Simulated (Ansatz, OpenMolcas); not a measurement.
## Worked example: the enthalpy of C3H4 → C3H3 + H

Species: C3H4 (propyne) `C#CC`, singlet; C3H3 (propargyl radical) `[CH]=C=C`, doublet; H atom, doublet. 

Shapes, held fixed at every level: PBE0-D4/def2-TZVP. Programs: OpenMolcas 26.06. The zero-point and thermal terms to 298 K, harmonic and unscaled (5/2 RT less the spin-orbit lowering for atoms, PBE0-D4/def2-TZVP), stand in the table.

At M06-L/def2-SVPD; 1 Eh = 2625.50 kJ/mol:

| species | energy (Eh) | H(298 K) − E (kJ/mol) | tabulated ΔfH (kJ/mol) |
| --- | --- | --- | --- |
| C3H4 | -116.552956 | 159.2 | +185.8 |
| C3H3 | -115.899898 | 121.2 | +351.5 |
| H | -0.501665 | 6.2 | +218.0 |

Work out the reaction enthalpy at 298 K from the calculation and from the table of heats.


1. Electronic: (-115.899898) + (-0.501665) − [(-116.552956)] = 0.151393 Eh = +397.5 kJ/mol.
2. Zero-point and thermal: (121.2) + (6.2) − [(159.2)] = -31.8 kJ/mol.
3. Computed ΔH = +365.7 kJ/mol.
4. From the heats of formation (Active Thermochemical Tables, tabulated atomic heats): (351.5) + (218.0) − [(185.8)] = +383.7 kJ/mol.
5. Computed less tabulated: -18.0 kJ/mol. Tabulated heats carry uncertainties of their own.

Open shells run unrestricted unless RO is named.
